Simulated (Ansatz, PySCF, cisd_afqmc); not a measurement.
System: HCl, charge 0, singlet. HCl (chlorane, SMILES Cl).
B3LYP-D3(BJ)/def2-TZVP minimum from Ansatz (a first-principles code):
```
Cl
H 1 1.2820
```

Atomisation energy term by term, kcal/mol (programs: Ansatz, cisd_afqmc). Open shells are spin-unrestricted; no spin-orbit coupling. Correlated methods leave the cores frozen. Rows without X2C or -DK are non-relativistic. AFQMC/CISD: phaseless, guided by CISD from CCSD amplitudes; bars are statistical, one sigma. Outlying blocks are dropped, and bars are widened where a walk drifts. Over all cases where full CI ran beside it in this data, AFQMC minus full CI had a median of +0.1 mEh and passed +0.4 mEh in a tenth of the cases. CBS(X,Y): correlation extrapolated as X^-3, Hartree-Fock from the larger set (Q,5: extrapolated as (X+1)exp(-9√X)). A bracket is a step between two methods taken in the basis named. 'core' is core correlation in cc-pwCVTZ (1s frozen past Ne), 'X2C' scalar relativity in cc-pVTZ-DK, both at CCSD(T). Full CI freezes restricted core orbitals, also for open shells; the composite that ends in it estimates full CI at the basis-set limit. For partners of very few electrons the exact lower level stands in for a higher one.

| term | basis | kcal/mol |
|---|---|---|
| Hartree-Fock | CBS(cc-pV(Q+d)Z,cc-pV(5+d)Z) | 77.01 |
| CCSD correlation | CBS(cc-pV(Q+d)Z,cc-pV(5+d)Z) | 28.81 |
| (T) | CBS(cc-pV(Q+d)Z,cc-pV(5+d)Z) | 1.62 |
| CCSDT(Q) - CCSD(T) | cc-pV(5+d)Z | -0.02 |
| FCI - CCSDT(Q) | cc-pV(D+d)Z | 0.01 |
| core correlation | cc-pwCVTZ | 0.22 |
| scalar relativity | X2C, cc-pVTZ-DK | -0.24 |
| minus zero-point energy | Hessian by PySCF at B3LYP-D3(BJ)/def2-TZVP | -4.20 |
| sum: D0 |  | 103.2 |

The step beyond CCSD(T) by other levels: FCI in cc-pV(D+d)Z 0.10; CCSDTQ in cc-pV(D+d)Z 0.08; AFQMC/CISD in cc-pV(D+d)Z 0.28 ± 0.09; CCSDT(Q) in cc-pV(D+d)Z 0.08; CCSDTQ in cc-pV(T+d)Z 0.00; AFQMC/CISD in cc-pV(T+d)Z 0.32 ± 0.09; CCSDT(Q) in cc-pV(T+d)Z 0.00; AFQMC/CISD in cc-pV(Q+d)Z 0.36 ± 0.10; CCSDT(Q) in cc-pV(Q+d)Z -0.01 kcal/mol.
